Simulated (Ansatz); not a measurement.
Calculation: frozen-core CCSD(T)/cc-pVTZ // B3LYP-D3(BJ)/def2-TZVP (Ansatz, a program for electronic structure).

Ansatz 0.2 input:
```yaml
crystal:
  periodic: [false, false, false]
  atoms:
    - { symbol: C, position_ang: [-0.488461, 0.012244, -0.011278] }
    - { symbol: C, position_ang: [0.965132, -0.024183, 0.022279] }
    - { symbol: N, position_ang: [2.113867, -0.052974, 0.048803] }
    - { symbol: H, position_ang: [-0.888113, -0.018194, 1.002538] }
    - { symbol: H, position_ang: [-0.872589, -0.843913, -0.566177] }
    - { symbol: H, position_ang: [-0.829836, 0.927021, -0.496165] }
basis:
  gaussian: { orbitals: cc-pVTZ }
correlation:
  method: ccsd_t
```

Output:

```
Functional definition: HF
754 factors; integrals over basis functions are off by at most 1.2e-3 eV
mean field evaluation 1: about -3588.5801 eV, gradient 3.2e1 eV
mean field evaluation 2: about -3588.5832 eV, gradient 3.2e1 eV
mean field evaluation 4: about -3591.1222 eV, gradient 4.3e0 eV
mean field evaluation 8: about -3591.1907 eV, gradient 2.9e-4 eV
mean field evaluation 16: about -3591.1872 eV, gradient 2.8e-1 eV
mean field -3591.19065862 eV, -131.9738225078 hartree, gradient 2.3e-6 eV, S^2 0.000000; 0 other end points of the search recorded, 0 dependent functions left out
3 core orbitals not correlated
reference -3591.19065862 eV, -131.9738225078 hartree; 8, 8 occupied and 121, 121 virtual orbitals, 754 factors
second order -13.99474411 eV of doubles, -0.00000000 eV of singles
cycle   1  -13.87930425 eV  change    1.2e-1 eV  update   9.1e-2
cycle   2  -14.29947814 eV  change   -4.2e-1 eV  update   2.8e-2
cycle   3  -14.38745217 eV  change   -8.8e-2 eV  update   1.2e-2
cycle   4  -14.38613404 eV  change    1.3e-3 eV  update   3.0e-3
cycle   5  -14.38881699 eV  change   -2.7e-3 eV  update   1.2e-3
cycle   6  -14.38921584 eV  change   -4.0e-4 eV  update   2.8e-4
cycle   7  -14.38927366 eV  change   -5.8e-5 eV  update   7.5e-5
cycle   8  -14.38931362 eV  change   -4.0e-5 eV  update   1.9e-5
cycle   9  -14.38931886 eV  change   -5.2e-6 eV  update   5.8e-6
perturbative correction -0.67561006 eV, -0.0248282117 hartree
Total energy: -3606.25558754 eV, -132.5274484344 hartree
```

Cost: around 14 core-seconds (rough).
